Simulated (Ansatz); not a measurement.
Species: C4H5, charge 0, doublet. C4H5 (SMILES [CH2]C#CC, doublet).
B3LYP-D3(BJ)/def2-TZVP minimum from Ansatz (an electronic-structure program):
```xyz
9

C     -0.0030    -0.1564     2.0674
C     -0.0010    -0.0559     0.7061
C      0.0008     0.0323    -0.5132
C      0.0029     0.1519    -1.9587
H     -0.9312    -0.2049     2.6212
H      0.9235    -0.1905     2.6250
H     -0.0047     1.2023    -2.2661
H      0.8918    -0.3120    -2.3930
H     -0.8770    -0.3258    -2.3966
```
Charge 0, spin multiplicity 2.

Total energies in cc-pVDZ, 21 correlated electrons, 4 frozen orbitals. Open shells are spin-unrestricted; no spin-orbit coupling. Cores are frozen in correlated methods. No relativity. The UHF reference of C4H5 ([CH2]C#CC, doublet) is spin-contaminated (<S^2> up to 0.19 over the pure value in the sets run).

```tsv
method	program	energy (Eh)	minus CCSDT(Q) (mEh)
HF	Ansatz	-154.30739	565.14
MP2	Ansatz	-154.79679	75.74
CCSD	Ansatz	-154.84976	22.77
CCSD(T)	Ansatz	-154.86949	3.04
CCSDT(Q)	Ansatz	-154.87253	0.00
```

Rough core times of Ansatz's runs on a shared machine: CCSD(T) 30 s, CCSDT(Q) 40 min.
